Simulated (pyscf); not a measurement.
Structures and frequencies: ωB97X-D3(BJ)/def2-SVP in PySCF.

Question: Estimate the classical barrier height and the reaction energy of `[OH][BH][OH]` + `[ClH]` → `[OH2]` + `[OH][BH][Cl]` at r²SCAN/def2-TZVP. The step runs on the singlet surface, breaks B–O, Cl–H and forms H–O, B–Cl; take the separated reactants as zero.

Answer: ΔE‡ = 0.77 eV, ΔE = +0.45 eV. CCSD(T)/def2-TZVPP + ΔMP2(QZVPP) gives 1.01 eV and +0.41 eV. Zero-point energy shifts the barrier by +0.02 eV. It is a four-centre exchange, with an imaginary mode of 840i cm⁻¹. On the reactant side the descent ends in a complex, 0.25 eV under the separated species and 1.18 eV under the saddle at ωB97X-D3(BJ)/def2-TZVP. At ωB97X-D3(BJ) the barrier from the zero used here is 0.92 eV. This is the saddle that the search found; another between the same sides may lie lower. The CCSD(T) − MP2 part came from Ansatz, without density fitting, on the same reference.
